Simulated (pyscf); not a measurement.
H₃C–O–SiH₃ + H• → H₃C–O–SiH₂• + H₂, a hydrogen abstraction (doublet surface; H–Si broken, H–H formed). Single points on ωB97X-D3(BJ)/def2-SVP structures (PySCF, gas phase). Energies in eV from the separated reactants.

Small-basis levels: PySCF, no dispersion term, spherical d functions. Open shells are spin-unrestricted. 

Task: In single points HF/6-31G* puts the saddle at 0.62 eV and the reaction energy at -0.13 eV. Should these be trusted to within a few kcal/mol? Compare with ωB97M-D3(BJ)/def2-TZVP.

Result: ωB97M-D3(BJ)/def2-TZVP gives ΔE‡ = 0.21 eV and ΔE = -0.46 eV. HF/6-31G* lies 0.41 eV over it in the barrier and 0.33 eV over it in the reaction energy, so on this step it does not hold to within 0.13 eV. ωB97M-D3(BJ)/def2-TZVP has limits of its own. H₃C–O–SiH₃ lies 1.03 eV over its isomer H₃C–SiH₂–OH (electronic energy, ωB97M-D3(BJ)/def2-TZVP). One saddle was located; it need not be the lowest between these sides. The angle at the transferred H is 177°.
